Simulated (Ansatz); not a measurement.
PS₂. The state is a doublet with charge 0. Geometry PBE-D4/def2-TZVP.

```xyz
3

P    -0.2332   -1.1812   -0.0250
S    -0.6300    0.7221    0.7620
S     0.8632    0.4591   -0.7371
```

LC-ωPBE has ω = 0.4 bohr⁻¹. HSE06 is defined as in plane-wave codes, on full-range PBE exchange. Another isomer (doublet) lies 0.31 eV lower at PBE0-D4/def2-TZVP; other spin states weren't run for this one.

**Question.** Estimate the α-spin orbital energies around the gap (eV) in Ansatz with PBE-D4/def2-TZVP, r2SCAN-D4/def2-TZVP, PBE0-D4/def2-TZVP, HSE06-D4/def2-TZVP, LC-ωPBE/def2-TZVP.

**Answer.** 
```csv
orbital,PBE-D4/def2-TZVP,r2SCAN-D4/def2-TZVP,PBE0-D4/def2-TZVP,HSE06-D4/def2-TZVP,LC-ωPBE/def2-TZVP
HOMO−5,-9.91,-10.30,-11.15,-10.75,-13.87
HOMO−4,-9.13,-9.60,-10.69,-10.27,-13.79
HOMO−3,-8.49,-8.81,-9.65,-9.25,-12.21
HOMO−2,-8.45,-8.78,-9.60,-9.21,-12.14
HOMO−1,-5.64,-5.89,-6.86,-6.46,-9.55
HOMO,-5.07,-5.44,-6.32,-5.92,-9.05
LUMO,-3.02,-2.92,-2.07,-2.45,0.21
LUMO+1,-2.27,-2.09,-1.38,-1.76,0.89
LUMO+2,-1.38,-1.16,-0.48,-0.86,1.78
LUMO+3,2.57,2.98,3.58,3.19,5.94
LUMO+4,3.45,3.78,4.42,4.04,6.76
LUMO+5,3.73,4.13,4.77,4.38,7.23
β HOMO,-5.47,-5.68,-6.60,-6.20,-9.24
β LUMO,-3.82,-3.53,-2.93,-3.31,-0.64
```
